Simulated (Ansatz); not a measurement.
# AlSiH₅ (singlet): wave-function methods side by side at distance Al1–H4 along a hydrogen transfer = 1.586 Å, cc-pVDZ

One table from this session's results is given with a row withheld; the runs are named, their logs left out.

Program: Ansatz 0.2.0, Gaussian basis. Level of theory: cc-pVDZ, core rule «outside noble gas», up to 10 orbitals frozen. These are calculated values, not measurements.

To be run: UHF; CCSD(T) on RHF; CCSD(T) on UHF; BCCD(T) on RHF; CISD; CCSDT(Q) on RHF; CCSDT(Q) on UHF; CASSCF and MRCISD+Q, 2 electrons in 2 orbitals; CASSCF and NEVPT2, 2 electrons in 2 orbitals; CASSCF and MRCISD+Q, 8 electrons in 8 orbitals; CASSCF and NEVPT2, 8 electrons in 8 orbitals.

6 further runs of the same task are left out: 5 that didn't finish, 1 set aside as unsound or not needed.

## The geometry

The geometry derives from fragments relaxed apart (PBE0/def2-TZVP) and kept rigid, so it is no stationary point. A hydrogen atom is moved between rigid fragments.

7 atoms, charge 0, spin multiplicity 1.

Atoms are counted from 1 here; the program's logs count them from 0.

Bond lengths: Al1–H2 1.586 Å, Al1–H3 1.586 Å, Al1–H4 1.586 Å, Si5–H6 1.526 Å, Si5–H7 1.526 Å. Angles: H2–Al1–H3 120.0°, H2–Al1–H4 120.0°, H3–Al1–H4 120.0°, H6–Si5–H7 91.2°.

The first run:

Contents of in.yaml:

```yaml
crystal:
  periodic: [false, false, false]
  atoms:
    - {symbol: Al, position_ang: [-1.939092, 0.029322, 0.000000]}
    - {symbol: H, position_ang: [-2.732015, 1.402706, 0.000000]}
    - {symbol: H, position_ang: [-2.732016, -1.344062, 0.000000]}
    - {symbol: H, position_ang: [-0.353244, 0.029322, 0.000000]}
    - {symbol: Si, position_ang: [1.891908, 0.029322, 0.000000]}
    - {symbol: H, position_ang: [2.504089, -0.844962, 1.090012]}
    - {symbol: H, position_ang: [2.504089, -0.844962, -1.090012]}
basis:
  gaussian: {orbitals: cc-pVDZ}
magnetization: {spin_polarized: true, initial_magnetization: 0}
hamiltonian: {xc: hf}
output: {orbitals: {seedname: orbitals}}
```

Command:

```bash
> ansatz run in.yaml --threads 1 --pin off --events-out ev --progress --plain --max-ram 2393MiB
```

Among the steps run: UHF; CCSD(T) on RHF; CCSD(T) on UHF; BCCD(T) on RHF; CISD; CCSDT(Q) on RHF; CCSDT(Q) on UHF; CASSCF and MRCISD+Q, 2 electrons in 2 orbitals; CASSCF and NEVPT2, 2 electrons in 2 orbitals; CASSCF and MRCISD+Q, 8 electrons in 8 orbitals; CASSCF and NEVPT2, 8 electrons in 8 orbitals.

One of the session's tables, all rows but one given; the rest of the session is left out.

```
         method  from RCCSDT(Q) (meV)
            RHF               +6182.8
            UHF               +6154.4
           RMP2               +1536.3
           CISD                +715.8
          RCCSD                +148.1
       RCCSD(T)                 +35.0
        BCCD(T)                 +34.5
         RCCSDT                  +4.5
      RCCSDT(Q)                     0
    CASSCF pair               +5727.1
    NEVPT2 pair               +1501.3
    MRCISD pair                +604.7
  MRCISD+Q pair                 +28.9
CASSCF frontier                     ?
NEVPT2 frontier               +1355.3
```

**Question.** Estimate the row for CASSCF frontier.

**Answer.** from RCCSDT(Q) (meV): +4515.8. In the column «from RCCSDT(Q) (meV)» it lies between RMP2 (+1536.3) and CASSCF pair (+5727.1).

Not comparable, so not listed: CCSD(T) on UHF; CASSCF and MRCISD+Q, 8 electrons in 8 orbitals (they don't share determinant, frozen orbitals or solution with the rows shown, or repeat one).

Limits of these values: Warnings: restricted reference is unstable; spin contamination. Warnings in the runs' records: passed over end.
